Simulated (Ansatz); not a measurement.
A nudged elastic band was laid between two geometries of CH$_{7}$BO (10 atoms, charge 0, multiplicity 1).

Level of theory: RKS B3LYP-D4/def2-mTZVP (Ansatz 0.2.0).

| Property | Result |
| --- | --- |
| movable images | 5 |
| climbing image | yes |
| spring | 5.0 eV/Å² |
| optimiser | quadratic models (default) |
| start path | through a guess of the saddle point |
| force threshold | 0.05 eV/Å |
| iteration limit | 60 |
| end points | relaxed |

Initial state:

```xyz
10
Properties=species:S:1:pos:R:3
B -1.079 0.443 -0.697
O 0.535 0.048 -0.485
C 0.849 -0.606 0.768
H -1.614 -0.631 -0.712
H -1.053 1.027 -1.747
H -1.337 1.127 0.262
H 1.042 0.870 -0.562
H 0.291 -1.537 0.765
H 0.531 0.014 1.606
H 1.919 -0.806 0.805
```

Final state:

```xyz
10
Properties=species:S:1:pos:R:3
B -1.047 0.613 -0.608
O 0.408 -0.211 -0.560
C 0.808 -0.677 0.753
H -1.839 -0.227 -0.280
H -1.097 0.955 -1.759
H -0.898 1.510 0.185
H 1.085 0.384 -0.916
H 1.771 -1.177 0.673
H 0.042 -1.379 1.064
H 0.851 0.159 1.450
```

Problem. Which bonds break or form, and what moves?

Solution. No bond is made or broken. The dihedral B1–O2–C3–H10 goes from -179 to -56°. The two ends are copies of one structure, up to a mirror image or an exchange of like atoms.

Problem. What energy profile does the band end with?

Solution. The forces met the threshold. The highest image is number 3 of 0 to 6, 1.7 kcal/mol above the ends, which have the same energy within 2 meV. A vibrational analysis at the climbing image gives one clearly imaginary mode, 193i cm⁻¹: a first-order saddle point.

```csv
image,path coordinate (Å),energy (kcal/mol),dihedral B1–O2–C3–H10 (°)
0,0.00,0.0,-179
1,0.54,0.3,-162
2,1.07,1.2,-141
3,1.61,1.7,-119
4,2.16,1.2,-97
5,2.71,0.3,-75
6,3.26,0.0,-56
```

Problem. What is the geometry of the highest image?

Solution. 
```xyz
10
Properties=species:S:1:pos:R:3
B -1.072 0.585 -0.634
O 0.447 -0.121 -0.533
C 0.824 -0.682 0.755
H -1.805 -0.340 -0.415
H -1.076 0.996 -1.762
H -1.054 1.433 0.222
H 1.098 0.534 -0.818
H 1.022 -1.742 0.615
H -0.009 -0.536 1.436
H 1.709 -0.178 1.137
```

Problem. What are the harmonic wavenumbers there?

Solution. 193i, 171, 283, 483, 565, 905, 939, 1009, 1160, 1188, 1195, 1203, 1210, 1373, 1489, 1503, 1524, 2473, 2534, 2563, 3070, 3148, 3169, 3813 cm⁻¹.

Time of the run: 110 s on 1 thread of Arm Neoverse V1, on a shared host, peak memory 0.14 GiB.
